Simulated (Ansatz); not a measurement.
Isolated molecules relaxed with PBE0-D4/def2-TZVP in Ansatz; ΔE leaves out vibrations. CCSD(T)/CBS adds triple-zeta CCSD(T) − MP2 to the extrapolated MP2 energy (def2 sets, frozen cores). This one scheme is used for every species. DFT in def2-TZVPP.

`Clc1ccco1` + H–F → `Fc1ccco1` + HCl  (substitution at a C–Cl bond)

`Clc1ccco1`:

Z-matrix (Å, degrees):
```
C
C 1 1.354
O 1 1.344 2 111.6
Cl 1 1.691 2 131.8 3 180.0
C 2 1.427 1 105.2 3 0.0
H 2 1.077 1 126.4 3 -180.0
C 3 1.358 1 106.4 2 -0.0
H 5 1.078 2 127.2 1 -180.0
H 7 1.077 3 115.7 1 -180.0
```

H–F:

```xyz
2

F     0.153    0.431   -0.045
H    -0.153   -0.431    0.045
```

`Fc1ccco1`:

Z-matrix (Å, degrees):
```
C
C 1 1.348
O 1 1.331 2 113.1
F 1 1.308 2 132.0 3 -180.0
C 2 1.432 1 104.1 3 -0.0
H 2 1.076 1 127.0 3 180.0
C 3 1.366 1 105.9 2 0.0
H 5 1.078 2 126.9 1 -180.0
H 7 1.076 3 115.7 1 180.0
```

HCl:

Cartesian coordinates in Å:
```
Cl -0.632 -0.071 0.065
H 0.632 0.071 -0.065
```

```
       level  ΔE (kcal/mol)
     ωB97X-V            1.5
MP2/def2-SVP            1.2
```

Problem. What does CCSD(T)/CBS give? (Estimate.)

Solution. Computed: +5.1 kcal/mol. The listed levels differ from it by -3.6, -3.9 kcal/mol.

Largest T1 diagnostic among the species: 0.013.

From BLYP to BHLYP (50 % exact exchange), in def2-TZVPP and without D4, ΔE moves by −0.9 kcal/mol. At CCSD(T), def2-SVP lies −6.5 kcal/mol from the extrapolated value and def2-TZVPP −1.6 kcal/mol. In def2-TZVPP, CCSD(T) changes the Hartree–Fock value by +5.6 kcal/mol (the triples alone add +1.0 kcal/mol) and MP2 by +9.1 kcal/mol.

CCSD(T)/CBS has its own doubt, a few kJ/mol and more with outer-core shells, so smaller differences from it don't rank the levels.
